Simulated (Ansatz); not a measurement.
The input, for Ansatz 0.2.0:

```yaml
crystal:
  periodic: [false, false, false]
  atoms:
    - {symbol: B, position_ang: [0.000000, 0.000000, -0.843096]}
    - {symbol: B, position_ang: [0.000000, 0.000000, -2.365808]}
    - {symbol: H, position_ang: [0.000000, 0.000000, 3.208904]}
basis:
  gaussian: {orbitals: 6-31G}
magnetization: {spin_polarized: true, initial_magnetization: 1}
correlation: {method: ccsdtq, electrons: outside_noble_gas}
```

```sh
$ ansatz run in.yaml --threads 1 --pin off --events-out ev --progress --plain --max-ram 2393MiB
```

Log:

```
435 factors; integrals over basis functions are off by at most 1.2e-7 eV
mean field evaluation 1: about -1338.8914 eV, gradient 1.2e1 eV
mean field evaluation 2: about -1338.8933 eV, gradient 1.2e1 eV
mean field evaluation 4: about -1347.8910 eV, gradient 6.6e0 eV
mean field evaluation 8: about -1348.4101 eV, gradient 5.5e-1 eV
mean field evaluation 16: about -1350.2688 eV, gradient 4.5e-2 eV
mean field evaluation 32: about -1348.3996 eV, gradient 2.3e-3 eV
mean field evaluation 64: about -1348.3936 eV, gradient 4.3e-1 eV
mean field evaluation 96: about -1349.2805 eV, gradient 2.5e0 eV
mean field evaluation 128: about -1349.9680 eV, gradient 1.6e-3 eV
mean field evaluation 160: about -1349.7577 eV, gradient 9.8e-1 eV
...
cycle 110  -2.47685050 eV  change   -3.6e-8 eV  update   2.3e-6
cycle 111  -2.47685032 eV  change    1.7e-7 eV  update   2.2e-6
cycle 112  -2.47685025 eV  change    7.0e-8 eV  update   1.7e-6
cycle 113  -2.47685027 eV  change   -1.4e-8 eV  update   2.5e-6
cycle 114  -2.47685024 eV  change    2.4e-8 eV  update   2.5e-6
cycle 115  -2.47685015 eV  change    9.3e-8 eV  update   1.2e-6
cycle 116  -2.47685006 eV  change    9.3e-8 eV  update   2.8e-6
cycle 117  -2.47685001 eV  change    4.2e-8 eV  update   9.7e-7
cycle 118  -2.47685002 eV  change   -7.8e-9 eV  update   2.3e-6
cycle 119  -2.47685001 eV  change    1.3e-8 eV  update   5.0e-7
WARN: these amplitudes may be one of several solutions (largest doubles amplitude 0.64, level shift 0.00 eV)
Total energy: -1352.74567786 eV, -49.7124867374 hartree
```

For the same geometry and basis full CI lies 3.4 meV lower.

Ran on 1 thread of Arm Neoverse V1, shared host: 80 s wall, 0.17 GiB peak host memory.
